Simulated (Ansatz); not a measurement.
## [CF3]+ (SMILES F[C+](F)F): the energy, rung by rung

[CF3]+: 4 atoms, total charge +1, spin state singlet. SMILES: `F[C+](F)F`. The coordinates come from a PBE0-D4/def2-TZVP relaxation.

```csv
atom,x (Å),y (Å),z (Å)
F,0.6986,-0.1146,1.0054
C,0.0000,0.0000,0.0000
F,-0.6095,-0.9734,-0.4394
F,-0.0890,1.0880,-0.5660
```

Each level gives the energy change with the C2–F3 bond stretched from 1.230 to 1.845 Å (eV). The values are calculated.

```
                       level                    kind  program  value (eV)  less FCI/STO-3G  CPU time (all runs)
    BLYP/STO-3G (restricted)                     GGA   Ansatz        2.01            -0.06                1.9 s
     PBE/STO-3G (restricted)                     GGA   Ansatz        2.28            +0.21                1.8 s
   HSE06/STO-3G (restricted)  range-separated hybrid   Ansatz        2.86            +0.79                2.1 s
 wB97M-V/STO-3G (restricted)  range-separated hybrid   Ansatz        2.87            +0.80                 30 s
   wB97X/STO-3G (restricted)  range-separated hybrid   Ansatz        2.88            +0.81                7.9 s
  B2PLYP/STO-3G (restricted)           double hybrid   Ansatz        2.69            +0.62                2.4 s
CCSDT(Q)/STO-3G (restricted)   coupled cluster or CI   Ansatz        2.07             0.00                  1 s
   CCSDT/STO-3G (restricted)   coupled cluster or CI   Ansatz        2.09            +0.02               0.88 s
                  FCI/STO-3G      exact in the basis   Ansatz        2.07             0.00                 29 s
```

FCI/STO-3G is exact within its basis and frozen core, so for wave-function methods in that basis the difference is their error; functionals converge differently with the basis, so for them it is only a difference. The first shape isn't each level's own minimum. The values span 2.01 to 2.88 eV. All rows use very small basis sets, so none should be taken for the real molecule's value. In so small a basis fixed costs decide the times, and correlated methods can beat functionals. CPU times are rough (shared hosts, several kinds of processor and program).
